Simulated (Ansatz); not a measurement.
A nudged elastic band was laid between two geometries of AlH3 + H4Si (9 atoms, charge 0, multiplicity 1).

Computed with RKS BLYP-D4/def2-SVP (Ansatz).

```json
{"movable images": "7", "climbing image": "yes", "spring": "5.0 eV/Å²", "optimiser": "quadratic models (default)", "start path": "through a guess of the saddle point", "force threshold": "0.03 eV/Å", "iteration limit": "60", "end points": "relaxed"}
```

Initial state:

```xyz
9
Properties=species:S:1:pos:R:3
Al -0.033 0.289 0.143
H 0.471 1.139 1.397
H 1.043 -0.446 -0.787
H -1.545 0.397 -0.358
Si 0.145 -2.770 1.123
H -0.240 -3.275 -0.227
H 1.624 -2.725 1.314
H -0.525 -3.549 2.212
H -0.398 -1.353 1.275
```

Final state:

```xyz
9
Properties=species:S:1:pos:R:3
Al -0.089 -0.550 -0.151
H 0.138 0.779 1.663
H 1.178 0.239 -0.718
H -1.551 0.052 -0.374
Si 0.160 -2.830 0.773
H -0.304 -3.854 -0.230
H 1.582 -3.171 1.131
H -0.671 -3.032 2.014
H 0.098 0.074 1.984
```

Q: What changes between the two ends?

A: Bonds broken: Al1–H2, Si5–H9. Bonds formed: Al1–Si5, H2–H9. AlH3 + H4Si becomes AlH5Si + H2.

Q: What energy profile does the band end with?

A: It converged. The highest image is number 5 of 0 to 8, 105.3 kJ/mol above the first end and 77.4 kJ/mol above the last; the last end lies 27.9 kJ/mol above the first. A vibrational analysis at the climbing image gives one clearly imaginary mode, 1069i cm⁻¹: a first-order saddle point. The orbitals stay closed-shell, which can raise the energy where a bond breaks towards radicals; this wasn't checked here.

| image | path coordinate (Å) | energy (kJ/mol) | Al1–H2 (Å) | Si5–H9 (Å) | Al1–Si5 (Å) |
| --- | --- | --- | --- | --- | --- |
| 0 | 0.00 | 0.0 | 1.60 | 1.52 | 3.22 |
| 1 | 0.49 | 0.2 | 1.60 | 1.52 | 3.23 |
| 2 | 0.98 | 0.7 | 1.60 | 1.52 | 3.27 |
| 3 | 1.47 | 7.8 | 1.59 | 1.52 | 3.14 |
| 4 | 1.96 | 48.7 | 1.61 | 1.60 | 2.90 |
| 5 | 2.45 | 105.3 | 1.73 | 1.92 | 2.67 |
| 6 | 2.99 | 54.2 | 2.00 | 2.37 | 2.49 |
| 7 | 3.53 | 29.5 | 2.21 | 2.84 | 2.47 |
| 8 | 4.07 | 27.9 | 2.26 | 3.15 | 2.47 |

Q: What is the geometry of the highest image?

A: 
```xyz
9
Properties=species:S:1:pos:R:3:forces:R:3
Al -0.122 -0.124 -0.006 0.00 0.00 0.00
H 0.245 0.378 1.604 0.00 0.00 0.00
H 1.166 0.083 -0.900 0.00 0.00 0.00
H -1.677 0.042 -0.239 0.00 0.00 0.00
Si 0.154 -2.589 0.979 0.00 0.00 0.00
H -0.208 -3.317 -0.289 0.00 0.00 0.00
H 1.546 -2.994 1.368 0.00 0.00 0.00
H -0.806 -3.025 2.049 0.00 0.00 0.00
H 0.243 -0.747 1.526 0.00 0.00 0.00
```

Q: What are the harmonic wavenumbers there?

A: 1069i, 95, 267, 280, 444, 495, 588, 637, 667, 811, 902, 904, 919, 1067, 1552, 1749, 1915, 1943, 2128, 2155, 2165 cm⁻¹.

Time of the run: 2.1 min on 1 thread of Intel(R) Xeon(R) 6975P-C (Granite Rapids), on a shared host, peak memory 0.14 GiB.
